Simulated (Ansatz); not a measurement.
We consider rock-salt MgS, described by LDA (Ansatz, a program for electronic structure, PAW).

Run with plane-wave cutoff 520 eV, 12×12×12 k mesh, Fermi–Dirac smearing 0.01 eV, scalar-relativistic PAW data made under PBE.

The volume scan:

```json
[
 {"V (Å³/atom)": "15.855", "E − E_lowest (meV/atom)": "17.51", "P (GPa)": "5.84"},
 {"V (Å³/atom)": "16.192", "E − E_lowest (meV/atom)": "7.51", "P (GPa)": "3.69"},
 {"V (Å³/atom)": "16.529", "E − E_lowest (meV/atom)": "1.81", "P (GPa)": "1.75"},
 {"V (Å³/atom)": "16.867", "E − E_lowest (meV/atom)": "0.00", "P (GPa)": "0.00"},
 {"V (Å³/atom)": "17.204", "E − E_lowest (meV/atom)": "1.69", "P (GPa)": "-1.58"},
 {"V (Å³/atom)": "17.542", "E − E_lowest (meV/atom)": "6.56", "P (GPa)": "-3.01"},
 {"V (Å³/atom)": "17.879", "E − E_lowest (meV/atom)": "14.28", "P (GPa)": "-4.30"}
]
```

### Question
Estimate the bulk modulus from the pressures at 16.529 and 17.204 Å³/atom, and compare it with a fit to all energies.

### Answer
B = −V dP/dV. Between V = 16.529 and 17.204 Å³/atom, dP/dV = (-1.58 − (1.75))/(17.204 − 16.529) = -4.93 GPa per Å³/atom; at the midpoint 16.867 Å³/atom this gives B ≈ 83.2 GPa. The third-order Birch–Murnaghan fit gives V0 = 16.867 Å³/atom, B0 = 83.2 GPa, B′ = 4.1, which lies within 1 % of that estimate.

Measured, for comparison: bulk modulus 81 GPa, equilibrium volume per atom 17.45 Å³/atom (corrected for zero-point motion; as tabulated in Goldzak et al. (2022), arXiv:2208.04865). Computed (rounded) less measured: bulk modulus +3 %, equilibrium volume per atom -3.3 %.

Cost on a shared machine: about 20 core-seconds (a rough figure).
